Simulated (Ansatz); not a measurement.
A made-up structure of CH2LiS, doublet:

Li1  (0.422, 0.737, -0.927)
C2  (-0.297, -0.339, 0.214)
S3  (-1.797, -1.439, -0.197)
H4  (0.232, -0.284, 1.170)
H5  (1.619, 1.428, -0.141)
(Å)

It is relaxed with PBE-D4/def2-SVP and then PBE0-D4/def2-TZVP (Ansatz 0.2.0). Atoms count as bonded within 1.22 times the sum of their covalent radii (H–H: 0.88 Å). The end point is not checked to be a true minimum.

Problem. Does its bonding change? (Judge from chemistry; the calculation decides.)

Solution. The calculation gives: Yes. Formed: Li1–S3, C2–H5; broken: Li1–H5.

Where it ends: The first stage lowers the energy by 4.42 eV in 24 steps. It ends as CH₂LiS ([Li]1[CH2][S]1):
```
5
angstrom
Li 0.4405 -0.1585 -1.6730
C 0.1210 0.0927 0.4374
S -1.3219 -0.2513 -0.4215
H 0.6086 -0.6906 1.0150
H 0.3309 1.1110 0.7598
```

Labels in which every atom is bracketed show which atoms are joined, not bond orders.

For scale, one of the runs: PBE0-D4/def2-TZVP relaxation, 94 basis functions, launched by `ansatz run in.yaml --threads 2 --pin off --events-out ev --progress --plain --max-ram 4352MiB`. The run took about 14 s on 2 CPU threads of an Arm Neoverse V2 (shared host).
